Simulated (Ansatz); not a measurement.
## hcp Zr

All values below come from revPBE (plane waves, PAW; Ansatz, a quantum-chemistry and plane-wave program).

Settings: plane-wave cutoff 520 eV, 24×24×12 k mesh (along the axes of the cell as run), Fermi–Dirac smearing 0.034 eV (set by the program), scalar-relativistic PAW data made under PBE.

Cell (relaxed at this level):

```xyz
2
Lattice="3.2524 0.0000 0.0000 -1.6262 2.8167 0.0000 0.0000 0.0000 5.1959" Properties=species:S:1:pos:R:3 pbc="T T T"
Zr     1.6262     0.9389     3.8969
Zr     0.0000     1.8778     1.2990
```

```json
{
  "elastic constant C11": "141 GPa",
  "elastic constant C12": "62.4 GPa",
  "elastic constant C13": "62.5 GPa",
  "elastic constant C33": "157 GPa",
  "elastic constant C44": "28.4 GPa",
  "elastic constant C66": "39.2 GPa",
  "Voigt–Reuss–Hill bulk modulus": "90.3 GPa",
  "polycrystal shear modulus (Hill average)": "35.4 GPa",
  "young_modulus": "93.8 GPa",
  "poisson_ratio": "0.327"
}
```

Measured, for comparison: elastic constant C11 155 GPa, elastic constant C12 67.2 GPa, elastic constant C13 64.6 GPa, elastic constant C33 172 GPa, elastic constant C44 36.3 GPa (4 K, zero-point motion not removed; as tabulated in Clouet (2012), arXiv:1210.1082). Computed (rounded) less measured: elastic constant C11 -9 %, elastic constant C12 -7 %, elastic constant C13 -3 %, elastic constant C33 -9 %, elastic constant C44 -22 %.

Elastic constants are with the ions relaxed.

Static lattice: no zero-point or thermal effects.

Computing time: around 30 core-minutes (rough).
